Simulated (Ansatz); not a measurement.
Born–Oppenheimer molecular dynamics of H2 + H4N (7 atoms, charge 1, multiplicity 1). It starts from a relaxed structure.

The calculation used RKS PBE0-D4/cc-pVDZ in Ansatz 0.2.0.

- ensemble: NVE (velocity Verlet)
- time step: 0.5 fs
- steps asked: 400
- starting velocities drawn for: 500 K
- seed: 447939

First frame:

```xyz
7
Properties=species:S:1:pos:R:3
N 0.033 -0.024 -0.817
H -0.602 -0.751 -1.168
H 0.994 -0.238 -1.115
H -0.011 0.008 0.219
H -0.247 0.887 -1.202
H -0.141 -0.320 2.052
H -0.025 0.436 2.032
```

(1) How far do the bonds stretch over the last three quarters of this one trajectory? (Pairs bonded in most of those frames.)

## Answers

(1) 
| bond | mean (Å) | spread (Å) | shortest | longest |
| --- | --- | --- | --- | --- |
| N1–H2 | 1.030 | 0.021 | 0.99 | 1.07 |
| N1–H3 | 1.032 | 0.033 | 0.97 | 1.09 |
| N1–H4 | 1.037 | 0.022 | 1.00 | 1.07 |
| N1–H5 | 1.032 | 0.027 | 0.98 | 1.08 |
| H6–H7 | 0.769 | 0.014 | 0.75 | 0.79 |

Mean temperature of the second half: 276 K. The conserved energy stayed within 0.47 meV per atom of its start (net change 0.3 meV per atom), so the integration is sound. The temperature averaged 0.55 of the 500 K drawn at the start: a run that starts near a minimum puts about half its kinetic energy into the potential. A run of 0.2 ps of so small a system gives no equilibrium averages. Limits of this set-up: the dipole of an ion depends on the origin.

Run time: 4 min on 1 thread of Arm Neoverse V1, on a shared host, peak memory 0.08 GiB.
